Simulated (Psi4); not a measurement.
# UMP3/DZ (density fitting, density fitting for correlation, Cartesian functions) run of CH4BN− (SMILES [BH2-]N=C)

Aim: the vertical doublet–quartet gap of CH4BN− at UMP3/DZ (density fitting, density fitting for correlation, Cartesian functions), from 2 runs. 

The results are computed with Psi4 1.11.

5 further runs of the same task are left out: 5 set aside as unsound or not needed.

## Step 1: The structure to begin with

The species is CH4BN− (7 atoms), meant as a doublet with charge -1. As SMILES, `[BH2-]N=C`. The coordinates come from a GFN2-xTB relaxation.

Bond lengths: B1–N2 1.382 Å, N2–C3 1.318 Å, B1–H4 1.209 Å, B1–H5 1.229 Å, C3–H6 1.094 Å, C3–H7 1.107 Å. Angles: B1–N2–C3 128.2°, N2–B1–H4 118.6°, N2–B1–H5 125.5°, N2–C3–H6 119.5°, N2–C3–H7 125.4°, H4–B1–H5 115.9°, H6–C3–H7 115.1°.

## Step 2: Energy and gradient at UMP3/DZ (density fitting, density fitting for correlation, Cartesian functions)

The input, ch4bn.py:

```python
import psi4

psi4.set_memory('1600 MB')
psi4.set_num_threads(1)
psi4.set_output_file('run.log', False)

molecule = psi4.geometry("""
-1 2
B     -1.011090     0.215890    -0.617010
N     -0.097100    -0.638420    -0.029460
C      1.002760    -0.329310     0.627020
H     -2.029390    -0.250170    -1.073600
H     -0.873010     1.431100    -0.742340
H      1.699810    -1.122220     0.913860
H      1.308010     0.693130     0.921530
units angstrom
""")

psi4.set_options({
    'reference': 'uhf',
    'scf_type': 'df',
    'freeze_core': True,
    'mp_type': 'df',
})

e, wfn = psi4.gradient("mp3/DZ", return_wfn=True)
print('gradient / Eh bohr^-1')
print(e.np.round(6))
print(f'energy = {wfn.energy():.10f} Eh')
```

Started as:

```sh
$ python ch4bn.py
```

run.log:

```text
[...]
  Running in c1 symmetry.
[...]
  Nuclear repulsion =   58.497481860696723
[...]
  Multiplicity = 2
[...]
  Nalpha       = 12
  Nbeta        = 11
[...]
    Number of basis functions: 38
[...]
   @DF-UHF iter   1:  -119.08962201832964   -8.85228e-01   1.27923e-02 ADIIS/DIIS
[...]
   @DF-UHF iter  22:  -119.23770434332872   -8.52651e-14   5.13846e-11 DIIS
[...]
   @S^2 Observed:                8.609327577E-01
[...]
    Orbital Energies [Eh]
    ---------------------
    Alpha Occupied:
       1A    -15.292556     2A    -11.058052     3A     -7.349083
       4A     -0.945893     5A     -0.654139     6A     -0.470265
       7A     -0.402579     8A     -0.334044     9A     -0.267011
      10A     -0.234722    11A     -0.125840    12A     -0.026779
    Alpha Virtual:
      13A      0.356889    14A      0.383722    15A      0.409616
      16A      0.470980    17A      0.510083    18A      0.533676
      19A      0.584368    20A      0.610110    21A      0.646108
      22A      0.669641    23A      0.712461    24A      0.748699
      25A      1.000545    26A      1.062081    27A      1.107552
[...]
  @DF-UHF Final Energy:  -119.23770434332872
   => Energetics <=
    Nuclear Repulsion Energy =             58.4974818606967233
    One-Electron Energy =                -281.2958383681362875
    Two-Electron Energy =                 103.5606521641108486
    Total Energy =                       -119.2377043433287156
  UHF NO Occupations:
  HONO-2 :   10  A 1.9979060
  HONO-1 :   11  A 1.9486612
[...]
 Multipole Moments:
 ------------------------------------------------------------------------------------
     Multipole            Electronic (a.u.)      Nuclear  (a.u.)        Total (a.u.)
 ------------------------------------------------------------------------------------
 L = 1.  Multiply by 2.5417464519 to convert [e a0] to [Debye]
 Dipole X            :          0.0802428            1.0872794            1.1675221
 Dipole Y            :         -1.0930915            1.1648336            0.0717421
 Dipole Z            :          0.1214331            0.5836996            0.7051327
 Magnitude           :                                                    1.3658210
[...]
	Warning: cc_lambda option is changed to TRUE
	For this residual convergence, default PCG convergence is:     1.00e-07
[...]
	DF-SCS-MP2 Total Energy (a.u.)     :  -119.47390549144994
	DF-SOS-MP2 Total Energy (a.u.)     :  -119.47367267081678
	DF-SCS(N)-MP2 Total Energy (a.u.)  :  -119.33477308005148
[...]
	DF-MP2 Total Energy (a.u.)         :  -119.47437113271621
[...]
	DF-MP3 Total Energy (a.u.)         :  -119.49166950509029
[...]
```

Standard output:

```text
gradient / Eh bohr^-1
[[ 0.017062 -0.01383   0.011724]
 [ 0.014895  0.023838  0.007839]
 [-0.032992 -0.005403 -0.019601]
 [ 0.00921   0.001787  0.004876]
 [-0.001969 -0.004877 -0.001924]
 [-0.006059  0.004371 -0.003706]
 [-0.000146 -0.005886  0.000793]]
energy = -119.4916695051 Eh
```

Wall time 3.6 s (1 thread of INTEL XEON PLATINUM 8581C at 2.10GHz (Emerald Rapids), shared host); peak memory 0.62 GiB.

## Step 3: The quartet at the same level

The input, calc.dat:

```
memory 1.6 GB

molecule mol {
  -1 4
  B     -1.011090     0.215890    -0.617010
  N     -0.097100    -0.638420    -0.029460
  C      1.002760    -0.329310     0.627020
  H     -2.029390    -0.250170    -1.073600
  H     -0.873010     1.431100    -0.742340
  H      1.699810    -1.122220     0.913860
  H      1.308010     0.693130     0.921530
}

set globals {
  reference uhf
  scf_type df
  freeze_core true
  mp_type df
}

energy_value, wavefunction = gradient('mp3/DZ', return_wfn=True)
```

Started as:

```sh
$ psi4 calc.dat calc.out -n 1
```

calc.out:

```text
[...]
  Running in c1 symmetry.
[...]
  Nuclear repulsion =   58.497481860696723
[...]
  Multiplicity = 4
[...]
  Nalpha       = 13
  Nbeta        = 10
[...]
    Number of basis functions: 38
[...]
   @DF-UHF iter   1:  -118.93885626604104   -7.34463e-01   1.13437e-02 DIIS/ADIIS
[...]
   @DF-UHF iter  25:  -119.10972935446492    5.68434e-14   9.72442e-11 DIIS
[...]
   @S^2 Observed:                3.771811755E+00
[...]
    Orbital Energies [Eh]
    ---------------------
    Alpha Occupied:
       1A    -15.383119     2A    -11.072442     3A     -7.362366
       4A     -1.058116     5A     -0.709260     6A     -0.529124
       7A     -0.465479     8A     -0.396995     9A     -0.369846
      10A     -0.302576    11A     -0.213765    12A     -0.107197
      13A      0.062465
    Alpha Virtual:
      14A      0.377442    15A      0.398859    16A      0.447096
      17A      0.485971    18A      0.517878    19A      0.550871
      20A      0.586210    21A      0.620954    22A      0.654797
      23A      0.686735    24A      0.732992    25A      0.959725
[...]
  @DF-UHF Final Energy:  -119.10972935446492
   => Energetics <=
    Nuclear Repulsion Energy =             58.4974818606967233
    One-Electron Energy =                -280.4162619230681912
    Two-Electron Energy =                 102.8090507079065503
    Total Energy =                       -119.1097293544649176
  UHF NO Occupations:
  HONO-2 :   11  A 1.0000000
  HONO-1 :   12  A 1.0000000
[...]
 Multipole Moments:
 ------------------------------------------------------------------------------------
     Multipole            Electronic (a.u.)      Nuclear  (a.u.)        Total (a.u.)
 ------------------------------------------------------------------------------------
 L = 1.  Multiply by 2.5417464519 to convert [e a0] to [Debye]
 Dipole X            :          0.5776835            1.0872794            1.6649628
 Dipole Y            :         -1.9928258            1.1648336           -0.8279922
 Dipole Z            :          0.3899359            0.5836996            0.9736354
 Magnitude           :                                                    2.0989613
[...]
	Warning: cc_lambda option is changed to TRUE
	For this residual convergence, default PCG convergence is:     1.00e-07
[...]
	DF-SCS-MP2 Total Energy (a.u.)     :  -119.31710032036827
	DF-SOS-MP2 Total Energy (a.u.)     :  -119.31770764551645
	DF-SCS(N)-MP2 Total Energy (a.u.)  :  -119.19099386050954
[...]
	DF-MP2 Total Energy (a.u.)         :  -119.31588567007186
[...]
	DF-MP3 Total Energy (a.u.)         :  -119.33998553013363
[...]
```

Run time: 3.3 s. Hardware: 1 thread of INTEL XEON PLATINUM 8581C at 2.10GHz (Emerald Rapids), shared host; peak memory 0.62 GiB.

## Step 4: Outcome

At UMP3/DZ (density fitting, density fitting for correlation, Cartesian functions), 3 core orbitals frozen:

| quantity | value |
| --- | --- |
| doublet: total energy | -119.49167 Eh |
| doublet: HOMO energy (Hartree–Fock orbitals) (highest over α and β) | -0.73 eV |
| doublet: LUMO energy (Hartree–Fock orbitals) (lowest over α and β) | 8.63 eV |
| doublet: correlation energy (3 core orbitals frozen) | -254.0 mEh |
| doublet: ⟨S²⟩ of the reference determinant | 0.861 |
| doublet: largest force on an atom | 1.993 eV/Å |
| quartet: total energy | -119.33999 Eh |
| quartet: HOMO energy (Hartree–Fock orbitals) (highest over α and β) | 1.70 eV |
| quartet: LUMO energy (Hartree–Fock orbitals) (lowest over α and β) | 7.19 eV |
| quartet: correlation energy (3 core orbitals frozen) | -230.3 mEh |
| quartet: ⟨S²⟩ of the reference determinant | 3.772 |
| quartet: largest force on an atom | 5.979 eV/Å |
| vertical energy of the quartet above the doublet | 4.128 eV |

At this shape the quartet lies 4.13 eV (95 kcal/mol) above the doublet. For an anion a state so high probably lies above electron detachment. The largest force (doublet) is 1.99 eV/Å: the shape isn't a stationary point for this species at this level. ⟨S²⟩ (doublet) is 0.86 where a pure doublet has 0.75: the reference is spin-contaminated. The HOMO (quartet) lies at positive energy, 1.70 eV: the electron is unbound at this level or held by a compact basis; values depend on the basis.
